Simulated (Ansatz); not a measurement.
**B2H2 (singlet): wave-function methods side by side at scale of all distances = 1.131, 6-31G**

Aim: climb from Hartree-Fock through coupled cluster and multireference methods for B2H2 (singlet) at one geometry and basis, and see what each rung misses.

Program: Ansatz 0.2.0, Gaussian basis. Level of theory: 6-31G, core rule «outside noble gas», up to 2 orbitals frozen. These are calculated values, not measurements.

The runs, in order: UHF; CCSD(T) on RHF; CCSD(T) on UHF; BCCD(T) on RHF; CISD; CCSDT(Q) on RHF; CCSDT(Q) on UHF; CISDTQ; CCSDTQ on RHF; CASSCF and MRCISD+Q, 2 electrons in 2 orbitals; CASSCF and NEVPT2, 2 electrons in 2 orbitals; CASSCF and MRCISD+Q, 8 electrons in 10 orbitals; CASSCF and NEVPT4(SD), 8 electrons in 10 orbitals; CASSCF and NEVPT2, 8 electrons in 10 orbitals; Full CI.

12 further runs of the same task are left out: 10 that didn't finish, 2 set aside as unsound or not needed.

## 1. The system

The geometry derives from a PBE0/def2-TZVP stationary point (not a proven minimum). All distances are scaled together.

4 atoms, charge 0, spin multiplicity 1.

Atoms are counted from 1 here; the program's logs count them from 0.

Bond lengths: B1–B2 1.725 Å, B1–H3 1.330 Å, B2–H4 1.330 Å. Angles: B2–B1–H3 180.0°, B1–B2–H4 180.0°.

## 2. UHF

Input file in.yaml:

```yaml
crystal:
  periodic: [false, false, false]
  atoms:
    - {symbol: B, position_ang: [0.000000, 0.000000, 0.862410]}
    - {symbol: B, position_ang: [0.000000, 0.000000, -0.862410]}
    - {symbol: H, position_ang: [0.000000, 0.000000, 2.192165]}
    - {symbol: H, position_ang: [0.000000, 0.000000, -2.192165]}
basis:
  gaussian: {orbitals: 6-31G}
magnetization: {spin_polarized: true, initial_magnetization: 0}
hamiltonian: {xc: hf}
output: {orbitals: {seedname: orbitals}}
```

On the command line:

```bash
ansatz run in.yaml --threads 1 --pin off --events-out ev --progress --plain --max-ram 2393MiB
```

The runs that follow: CCSD(T) on RHF; CCSD(T) on UHF; BCCD(T) on RHF; CISD; CCSDT(Q) on RHF; CCSDT(Q) on UHF; CISDTQ; CCSDTQ on RHF; CASSCF and MRCISD+Q, 2 electrons in 2 orbitals; CASSCF and NEVPT2, 2 electrons in 2 orbitals; CASSCF and MRCISD+Q, 8 electrons in 10 orbitals; CASSCF and NEVPT4(SD), 8 electrons in 10 orbitals; CASSCF and NEVPT2, 8 electrons in 10 orbitals; Full CI.

Before running them: what should the planned runs give, taken together? Wanted: FCI below the RHF energy; RMP2 from FCI; RCCSD from FCI; RCCSD(T) from FCI; RCCSDT(Q) from FCI; NEVPT2 valence from FCI; NEVPT4(SD) valence from FCI; MRCISD+Q valence from FCI; T1 diagnostic.

As calculated:

```
                         quantity                                                                             value
         FCI below the RHF energy                                                                        -3.9198 eV
                    RMP2 from FCI                                                                   +26.41 kcal/mol
                   RCCSD from FCI                                                                    +5.51 kcal/mol
                RCCSD(T) from FCI                                                                    +2.76 kcal/mol
               RCCSDT(Q) from FCI                                                                    +0.07 kcal/mol
          NEVPT2 valence from FCI                                                                    +4.85 kcal/mol
      NEVPT4(SD) valence from FCI                                                                    +0.72 kcal/mol
        MRCISD+Q valence from FCI                                                                    +0.11 kcal/mol
levels within 1 kcal/mol (43 meV)  RCCSDT, RCCSDT(Q), RCCSDTQ, NEVPT4(SD) valence, MRCISD valence, MRCISD+Q valence
                    T1 diagnostic                                                                             0.015
   effectively unpaired electrons                                                                              2.05
```

What this shows: RCCSD(T) misses by +2.76 kcal/mol, 3.0 % of the correlation energy. With 2.1 effectively unpaired electrons against 0 the state is strongly multireference. Coupled cluster on one determinant still stays close here. Of the multireference levels listed MRCISD+Q valence comes nearest in total energy (+0.11 kcal/mol), which doesn't show that its space is the better one. Coupled cluster took another determinant than the lowest Hartree-Fock one. These misses are within one basis, not against nature.
